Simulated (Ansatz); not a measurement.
Rock-salt TiC, treated with PBEsol (Ansatz, a first-principles code, PAW).

Settings: plane-wave cutoff 560 eV, 16×16×16 k mesh, Fermi–Dirac smearing 0.1 eV, perturbation theory, no spin polarisation, scalar-relativistic PAW data made under PBE.

The cell has the measured lattice parameters. Conventional cell: a = 4.3270 Å, b = 4.3270 Å, c = 4.3270 Å, α = 90.00°, β = 90.00°, γ = 90.00°.

```cif
data_C4Ti4
_chemical_formula_sum 'Ti4 C4'
_space_group_name_H-M_alt 'Fm-3m'
_space_group_IT_number 225
_space_group_name_Hall '-F 4 2 3'
_cell_length_a 4.32700
_cell_length_b 4.32700
_cell_length_c 4.32700
_cell_angle_alpha 90.000
_cell_angle_beta 90.000
_cell_angle_gamma 90.000
loop_
_atom_site_label
_atom_site_type_symbol
_atom_site_symmetry_multiplicity
_atom_site_Wyckoff_symbol
_atom_site_fract_x
_atom_site_fract_y
_atom_site_fract_z
_atom_site_occupancy
Ti1 Ti 4 a 0.00000 0.00000 0.00000 1
C1 C 4 b 0.50000 0.50000 0.50000 1
```
(The calculation used a cell of 2 atoms; values per cell refer to that cell.)

Harmonic phonon frequencies (cm⁻¹; i marks an imaginary mode):

```
q point              frequencies
-------  -----------------------
Γ                            ___
X        286 286 353 517 517 584
U                            ___
L        257 257 446 565 565 713
W        325 325 345 570 570 636
```

### Question
What belongs in the gaps?

### Answer

- Γ, frequencies: 0 0 0 518 518 518
- U, frequencies: 284 338 357 546 589 627

No imaginary mode appears at these points.

Note: the cell isn't this level's own, so it is under some stress, which shifts stiffness and frequencies.
